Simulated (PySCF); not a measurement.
Consider 1,1,2-trichloroethane, `ClCC(Cl)Cl` (C2H3Cl3). Atom numbers as in the mapped SMILES `[Cl:1][CH2:2][CH:3]([Cl:4])[Cl:5]`.

Level of theory: ωB97X-D3(BJ)/ma-def2-TZVP single points in PySCF, grid level 2; every species was optimised with PBE0-D3(BJ)/def2-SVP. The prefix ma- adds one diffuse s and one diffuse p function on all atoms but H. Thermal corrections: PBE0-D3(BJ)/def2-SVP frequencies, unscaled, ideal gas at 298.15 K and 1 bar, quasi-RRHO entropy.

Q: What are the vertical and the adiabatic ionisation energy for forming the radical cation?

A: 11.39 eV vertical and 10.81 eV adiabatic, the latter with zero-point energy.

Q: Where does the unpaired spin of the relaxed radical cation sit?

A: Cl4 (chlorine) 0.53, Cl1 (chlorine) 0.47 (intrinsic atomic orbital populations).

Q: What oxidation potential follows in acetonitrile (IEF-PCM), given that Fc+/Fc comes at 4.54 V absolute with this functional and basis?

A: In the gas phase ΔG of oxidation is 10.797 eV, and solvation is -17.6 kJ/mol for the parent and -240.3 kJ/mol for the product, so the absolute potential is 8.49 V, or 3.94 V against Fc+/Fc. Fc+/Fc in acetonitrile, 4.54 V, is ωB97X-D3(BJ)/ma-def2-TZVP on PBE0-D3(BJ)/def2-SVP structures with GFN2-xTB thermal terms. Benchmark calculations put it near 5.0 V in acetonitrile and DMSO, so it is about 0.5 V low, and the value against it can read up to that much too high. The solvent is electrostatics only, on gas-phase structures; the absolute scale refers to an electron at rest in vacuum.

Q: How far is −ε(HOMO) from the vertical value by ΔSCF?

A: −ε(HOMO) = 11.32 eV, which is 0.08 eV below the ΔSCF value.

Caveats: spin-orbit coupling is left out of the energies, which matters for open shells on the heavier atoms.

Differences come from unrounded values, so a last digit can differ from that of the printed terms.
